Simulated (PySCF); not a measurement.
# Basis-set dependence of population analyses: `[C-]#[O+]`

CO.
Numbering: `[C-:1]#[O+:2]`

PBE0 throughout (PySCF), one geometry, spherical d and f functions. Isolated species at its PBE0-D3(BJ)/def2-SVP geometry, gas phase.

Mulliken charges (e):

```tsv
basis	functions	C1	O2
STO-3G	10	+0.126	-0.126
6-31G	18	+0.202	-0.202
pcSseg-0	18	+0.276	-0.276
6-31G*	28	+0.163	-0.163
def2-SVP	28	+0.033	-0.033
cc-pVDZ	28	-0.008	+0.008
pcSseg-1	34	+0.159	-0.159
aug-cc-pVDZ	46	+0.136	-0.136
6-311+G(2d,p)	54	+0.041	-0.041
cc-pVTZ	60	-0.020	+0.020
def2-TZVP	62	+0.003	-0.003
IGLO-III	70	+0.210	-0.210
pcSseg-3	144	+0.120	-0.120
```

IAO charges (e):

| basis | functions | C1 | O2 |
| --- | --- | --- | --- |
| STO-3G | 10 | +0.081 | -0.081 |
| 6-31G | 18 | +0.171 | -0.171 |
| pcSseg-0 | 18 | +0.162 | -0.162 |
| 6-31G* | 28 | +0.189 | -0.189 |
| def2-SVP | 28 | +0.174 | -0.174 |
| cc-pVDZ | 28 | +0.176 | -0.176 |
| pcSseg-1 | 34 | +0.186 | -0.186 |
| aug-cc-pVDZ | 46 | +0.186 | -0.186 |
| 6-311+G(2d,p) | 54 | +0.188 | -0.188 |
| cc-pVTZ | 60 | +0.188 | -0.188 |
| def2-TZVP | 62 | +0.189 | -0.189 |
| IGLO-III | 70 | +0.189 | -0.189 |
| pcSseg-3 | 144 | +0.190 | -0.190 |

Hirshfeld charges (e):

```
        basis  functions      C1      O2
       STO-3G         10  +0.007  -0.007
        6-31G         18  +0.078  -0.078
     pcSseg-0         18  +0.067  -0.067
       6-31G*         28  +0.081  -0.081
     def2-SVP         28  +0.075  -0.075
      cc-pVDZ         28  +0.071  -0.071
     pcSseg-1         34  +0.088  -0.088
  aug-cc-pVDZ         46  +0.090  -0.090
6-311+G(2d,p)         54  +0.091  -0.091
      cc-pVTZ         60  +0.085  -0.085
    def2-TZVP         62  +0.088  -0.088
     IGLO-III         70  +0.090  -0.090
     pcSseg-3        144  +0.092  -0.092
```

ESP-fitted charges (e):

```json
{"basis": "STO-3G", "functions": "10", "C1": "-0.081", "O2": "+0.081"}
{"basis": "6-31G", "functions": "18", "C1": "+0.021", "O2": "-0.021"}
{"basis": "pcSseg-0", "functions": "18", "C1": "+0.022", "O2": "-0.022"}
{"basis": "6-31G*", "functions": "28", "C1": "-0.007", "O2": "+0.007"}
{"basis": "def2-SVP", "functions": "28", "C1": "-0.028", "O2": "+0.028"}
{"basis": "cc-pVDZ", "functions": "28", "C1": "-0.025", "O2": "+0.025"}
{"basis": "pcSseg-1", "functions": "34", "C1": "+0.004", "O2": "-0.004"}
{"basis": "aug-cc-pVDZ", "functions": "46", "C1": "-0.010", "O2": "+0.010"}
{"basis": "6-311+G(2d,p)", "functions": "54", "C1": "-0.009", "O2": "+0.009"}
{"basis": "cc-pVTZ", "functions": "60", "C1": "-0.015", "O2": "+0.015"}
{"basis": "def2-TZVP", "functions": "62", "C1": "-0.011", "O2": "+0.011"}
{"basis": "IGLO-III", "functions": "70", "C1": "-0.009", "O2": "+0.009"}
{"basis": "pcSseg-3", "functions": "144", "C1": "-0.009", "O2": "+0.009"}
```

Question: Which scheme is steadiest as the basis changes?

Answer: Largest range over the bases for any column: Hirshfeld 0.09 e, ESP-fitted 0.10 e, IAO 0.11 e, Mulliken 0.30 e. Hirshfeld charges move least and Mulliken charges most, counted in e. Without the minimal STO-3G basis the ranges are Hirshfeld 0.03, ESP-fitted 0.05, IAO 0.03, Mulliken 0.30 e.

Question: How much do the charges still move between the two largest bases, IGLO-III and pcSseg-3?

Answer: At most, over all atoms: Mulliken 0.089 e, IAO 0.002 e, Hirshfeld 0.002 e, ESP-fitted 0.000 e.

Question: What do the same runs give for the total energy, the frontier levels and the dipole moment?

Answer: 
```csv
basis,energy (Eh),HOMO (eV),LUMO (eV),μ (D)
STO-3G,-111.6592,-7.51,2.87,0.50
6-31G,-113.1276,-10.38,-0.56,0.05
pcSseg-0,-112.9033,-10.72,-0.83,0.06
6-31G*,-113.1797,-10.37,-0.18,0.09
def2-SVP,-113.0961,-10.55,-0.49,0.21
cc-pVDZ,-113.1934,-10.44,-0.29,0.18
pcSseg-1,-113.1762,-10.69,-0.57,0.03
aug-cc-pVDZ,-113.2007,-10.74,-0.77,0.11
"6-311+G(2d,p)",-113.2202,-10.78,-0.79,0.10
cc-pVTZ,-113.2255,-10.68,-0.57,0.13
def2-TZVP,-113.2309,-10.72,-0.67,0.11
IGLO-III,-113.2320,-10.76,-0.74,0.10
pcSseg-3,-113.2375,-10.74,-0.77,0.10
```

The dipole is fixed by the density alone, so its range of 0.47 D shows that the density itself changes with the basis, not only its division among atoms.
